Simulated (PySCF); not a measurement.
A made-up structure of CH4BN, singlet:

B1  (-1.004, 0.409, -0.671)
C2  (0.385, 0.088, 0.348)
N3  (0.960, -1.222, 0.333)
H4  (-1.481, -0.581, -1.429)
H5  (-1.573, 1.622, -0.686)
H6  (0.855, 0.975, 1.063)
H7  (1.858, -1.290, 1.043)
(Å)

It is relaxed with PBE-D4/def2-SVP and then PBE0-D4/def2-TZVP (PySCF 2.14 with density fitting (its default auxiliary sets; JK sets also for MP2 and CCSD(T))). Atoms count as bonded within 1.22 times the sum of their covalent radii (H–H: 0.88 Å). The end point is not checked to be a true minimum.

Task: Does its bonding change? (A judgement: the text doesn't fix the answer.)

Result: By the calculation: No: no bond forms or breaks.

Where it ends: The first stage lowers the energy by 1.43 eV in 8 steps. It ends as CH₄BN ([BH2][CH][NH]):
```json
{"atom": "B1", "x (Å)": "-0.8983", "y (Å)": "0.3578", "z (Å)": "-0.6031"}
{"atom": "C2", "x (Å)": "0.3415", "y (Å)": "0.0825", "z (Å)": "0.3114"}
{"atom": "N3", "x (Å)": "0.8617", "y (Å)": "-1.0847", "z (Å)": "0.3041"}
{"atom": "H4", "x (Å)": "-1.3172", "y (Å)": "-0.5315", "z (Å)": "-1.2769"}
{"atom": "H5", "x (Å)": "-1.4118", "y (Å)": "1.4376", "z (Å)": "-0.6233"}
{"atom": "H6", "x (Å)": "0.7552", "y (Å)": "0.8792", "z (Å)": "0.9466"}
{"atom": "H7", "x (Å)": "1.6622", "y (Å)": "-1.1384", "z (Å)": "0.9406"}
```

Labels in which every atom is bracketed show which atoms are joined, not bond orders.

For scale, one of the runs: PBE0-D4/def2-TZVP relaxation, 117 basis functions, launched by `OMP_NUM_THREADS=2 python run.py`. Hardware: 2 CPU threads of an AMD EPYC 9B14, shared host. Wall time 18 s; peak host memory 1.1 GiB.
